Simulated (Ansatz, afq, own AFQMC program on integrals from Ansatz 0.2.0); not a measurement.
AFQMC on a folder of integrals that Ansatz 0.2.0 wrote.

```yaml
crystal:
  periodic: [false, false, false]
  atoms:
    - {symbol: N, position_ang: [0.000000, 0.000000, 0.000000]}
basis:
  gaussian: {orbitals: cc-pVTZ}
total_charge: 1
magnetization: {spin_polarized: true, initial_magnetization: 2}
correlation: {method: ccsd_t, electrons: outside_noble_gas, hamiltonian_folder: ham}
```

```sh
$ ansatz run in.yaml --threads 1 --pin off --events-out ev --progress --plain --max-ram 24576MiB --backend cuda --devices 0, --max-vram 18GiB
```

afq runs on the folder ham with

```
--method phaseless --trial cisd --walkers 4000 --populations 20 --least-time 60 --time-step 0.005 --steps-per-block 50 --equilibration-blocks 28 --max-blocks 4000 --target-error 0.00012 --factor-cut 1e-05 --start spin_pure --seed 4272 --release-times 0.24,0.51,0.99,1.62,2.4 --release-step 0.03 --release-every 3 --taylor-order 6
```

Times are imaginary, in 1/Eh. The walk had a cap of 122 s. With eight or more populations the least sampling time is a fifth of least-time, and the error comes from their spread.

Log:

```
orbitals 29  electrons 3 1  factors 175 of 175
reference energy -53.89017367 Eh
CCSD correlation -0.09254693 Eh in 9 cycles, weight of the determinant in the CISD state 0.9617
energy of the start -53.982690 Eh
 block  time / (1/Eh)  mean weight  energy / Eh
     1     0.250  0.9996  -53.983139
     2     0.500  1.0000  -53.983660
     3     0.750  0.9999  -53.984014
     4     1.000  0.9998  -53.984248
     5     1.250  0.9997  -53.984372
    10     2.500  1.0000  -53.984425
    15     3.750  0.9994  -53.984536
    20     5.000  1.0001  -53.984506
    25     6.250  1.0000  -53.984499
    30     7.500  1.0000  -53.984521
    35     8.750  0.9998  -53.984405
    40    10.000  0.9997  -53.984559
    41    10.250  0.9998  -53.984770
    45    11.250  0.9999  -53.984568
    50    12.500  0.9999  -53.984537
    55    13.750  1.0004  -53.984500
    60    15.000  0.9998  -53.984553
    65    16.250  1.0003  -53.984554
    69    17.250  1.0005  -53.984319
    70    17.500  0.9999  -53.984474
    75    18.750  0.9999  -53.984619
    78    19.500  1.0000  -53.984480
error from the spread of 20 populations
released: time / (1/Eh)  energy / Eh  error  mean overlap
  0.24  -53.984548  0.000017  0.9970
  0.51  -53.984592  0.000037  0.9984
  0.99  -53.984577  0.000019  1.0016
  1.62  -53.984656  0.000046  0.9987
  2.40  -53.989334  0.004677  0.9902
energy -53.984509 +/- 0.000015 Eh
(rows thinned)
```

The run passed its tests (sampling time, drift between the halves within three errors, error under three times the target), which doesn't prove that it has relaxed.

Against this walk (error 0.4 meV) on the same determinant: CCSD(T) 5.2 meV higher, CCSDT(Q) 4.3 meV lower, full CI 4.4 meV lower. The error is statistical and leaves out the bias of the constraint. Released to 1.62 1/Eh the energy lies 4.0 ± 1.3 meV (both errors) below the phaseless value, which shows part or all of the bias of the constraint, and full CI lies 0.4 meV below the released value.

Cautions: constraint bias not in the error.

The walk took 40 s on 1 × NVIDIA H100 80GB HBM3 with 2 threads of AMD EPYC 7R13 Processor (Zen 3) (shared host) (the card was shared). The log's last line is the phaseless energy.

CCSDT and higher add their correlation energy to the determinant of the CCSD(T) run, since their own runs factorise the integrals more tightly (a shift of under 2 meV). A walk keeps the symmetry of its determinant, which the program's search chose and which needn't be the lowest solution, so a lower state of the same spin and another symmetry isn't excluded.
